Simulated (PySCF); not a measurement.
# CH6NP: core ionisation energies

Compound: CH6NP.
Z-matrix (Å and degrees, PBE0-D3(BJ)/def2-SVP geometry), rows numbered from 1:
```
C 
N   1  1.4351
P   2  1.5563  1  125.15
H   1  1.1100  2  114.02  3   -62.92
H   1  1.1028  2  109.27  3   178.46
H   1  1.1103  2  114.13  3    59.75
H   3  1.4446  2  122.00  1    62.46
H   3  1.4121  2  110.19  1  -179.40
H   3  1.4445  2  121.82  1   -61.18
```

Computed, not measured: PySCF 2.14.0, delta-SCF UKS SCAN, pcX-2 on the ionised atom, pcseg-1 elsewhere, spin-free X2C. Each binding energy is the total energy of the core-ionised species, with the hole localised on one atom, minus that of the ground state; both are solved self-consistently, so orbital relaxation is included.

**Question.** Give the core binding energies atom by atom.

**Answer.** 
```
atom(s)                bonded to    level  binding energy (eV)  2p1/2 (eV)  count
     C1                N and 3 H     C 1s               291.23           –      1
     N2    C and P (double bond)     N 1s               403.14           –      1
     P3  N (double bond) and 3 H  P 2p3/2               138.25      139.14      1
     P3  N (double bond) and 3 H     P 1s              2152.10           –      1
```

**Question.** Which effective nuclear charge Zeff reproduces each element's mean 1s value in the hydrogen-like formula E = 13.606 eV × Zeff²?

**Answer.** C (Z = 6): mean 291.2 eV, Zeff = 4.63, Z − Zeff = 1.37; N (Z = 7): mean 403.1 eV, Zeff = 5.44, Z − Zeff = 1.56; P (Z = 15): mean 2152.1 eV, Zeff = 12.58, Z − Zeff = 2.42. Means run over the listed sites, weighted by atom count.

For 2p shells one spin-free hole was relaxed; a mean-field spin–orbit operator and the ground-state splitting of the three 2p orbitals were then diagonalised within the shell. The shell's mean is (2 × 2p3/2 + 2p1/2)/3, and the degeneracies 2j + 1 give areas of 2:1. 2p1/2 minus 2p3/2 (ligand field included): P 0.89 eV. Isolated species at its PBE0-D3(BJ)/def2-SVP geometry, gas phase.

Time: 9.0 s; peak memory 0.43 GiB. Hardware: Intel Xeon Platinum 8559C, one thread, on a shared host.
